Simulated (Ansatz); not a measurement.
# SrCo2As2: computed properties

All numbers below come from DFT r2SCAN, scalar-relativistic, plane waves, PAW in Ansatz.

Settings: cutoff 500 eV, Γ-centred mesh 12×12×12 on the computed 5-atom cell, Gaussian smearing of 0.10 eV; collinear spin from starting moments 0 0.8 0.8 0 0 μB.

The structure is relaxed at this level of theory with its symmetry kept. Whether it is the stable form of this composition wasn't checked.

```yaml
crystal:
  lattice:
    - [-1.99036, 1.99036, 5.71238]
    - [1.99036, -1.99036, 5.71238]
    - [1.99036, 1.99036, -5.71238]
  atoms:
    - { symbol: Sr, position: [0.00000, 0.00000, 0.00000] }
    - { symbol: Co, position: [0.75000, 0.25000, 0.50000] }
    - { symbol: Co, position: [0.25000, 0.75000, 0.50000] }
    - { symbol: As, position: [0.35187, 0.35187, 0.00000] }
    - { symbol: As, position: [0.64813, 0.64813, 0.00000] }
```

| Quantity | Value |
| --- | --- |
| Space group | I4/mmm (No. 139) |
| Volume per atom | 18.10 Å³ |
| Formation energy from the elements' standard states (uncorrected) | -0.618 eV/atom |
| Generalised Kohn–Sham band gap | none (metal) |
| Density of states at the Fermi level | 2.54 states/eV per cell |
| Löwdin character within 0.5 eV of the Fermi level | Co 3d 55 %, As 4p 29 %, unprojected 11 % |
| Bader charges (e) | Sr (1 in the cell) 1.42, Co (2 in the cell) 0.06, As (2 in the cell) -0.77 |
| Total moment | 1.40 μB per cell |
| Site moments (μB; atoms counted from 1 over the whole cell) | Co (atom 2) 0.73, Co (atom 3) 0.73 |

The state reached may not be the lowest one.

Only this magnetic start was tried.

Cost: 1 run of about 19 core-minutes, on AMD EPYC (Zen 3) (shared hosts).